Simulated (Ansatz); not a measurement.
CsGaS3 (P2₁/c, No. 14; cell taken from a computed entry) was calculated with r²SCAN (plane waves, PAW; Ansatz, an electronic-structure program).

Settings: plane-wave cutoff 560 eV, 6×4×6 k mesh (along the axes of the cell as run), Fermi–Dirac smearing 0.01 eV, scalar-relativistic PAW data made under PBE.

Cell (relaxed with PBEsol):

```xyz
20
Lattice="7.5450 0.0000 -0.0360 0.0000 12.3660 0.0000 -1.9590 0.0000 6.1176" Properties=species:S:1:pos:R:3 pbc="T T T"
Cs     1.3539    11.3230     1.7012
Cs     4.2321     1.0430     4.3804
Cs     5.2116     5.1400     1.3216
Cs     0.3744     7.2260     4.7600
Ga     5.4068     9.5456     2.0995
Ga     0.1792     2.8204     3.9820
Ga     1.1587     3.3626     0.9233
Ga     4.4273     9.0034     5.1583
S     -1.4553     4.0412     4.9919
S      7.0413     8.3248     1.0897
S      6.0618    10.2242     4.1485
S     -0.4758     2.1418     1.9331
S      3.4606     8.3171     2.1534
S      2.1254     4.0489     3.9282
S      3.1049     2.1341     0.8695
S      2.4811    10.2319     5.2121
S      3.9485     7.1901     3.8490
S      1.6375     5.1758     2.2326
S      0.6580     1.0071     5.2914
S      4.9280    11.3588     0.7902
```

**Question.** Give the computed band gap, smallest direct gap on the k points sampled and direct gap at Γ.

**Answer.** 
- band gap: 2.94 eV
- smallest direct gap on the k points sampled: 2.97 eV
- direct gap at Γ: 3.04 eV

Note: cell and atoms aren't relaxed at this level (largest force component 0.08 eV/Å, pressure 0.6 GPa).

Spin–orbit coupling is not included.
